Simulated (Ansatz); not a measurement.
Ansatz (an electronic-structure program) input:

Ansatz 0.2 input:
```yaml
crystal:
  periodic: [false, false, false]
  atoms:
    - {symbol: C, position_ang: [0.01220741, -0.07367186, -1.09843497]}
    - {symbol: Cl, position_ang: [-0.00676974, 0.02757824, 0.64005061]}
    - {symbol: H, position_ang: [-0.00895604, 1.00453448, -1.40635815]}
    - {symbol: H, position_ang: [0.96129142, -0.49472735, -1.43294956]}
    - {symbol: H, position_ang: [-0.91049423, -0.53660614, -1.45094277]}
basis:
  gaussian:
    orbitals: def2-TZVP
hamiltonian:
  xc: b3lyp
  dispersion: d3bj
total_charge: 1
magnetization: {spin_polarized: true, initial_magnetization: 1}
phonons: {temperatures: {t_min: 298.15, t_max: 298.15, t_step: 100}}
```

Which total energy does the run end on?

-499.75038 Eh (B3LYP-D3(BJ)/def2-TZVP). The basis has 86 functions.
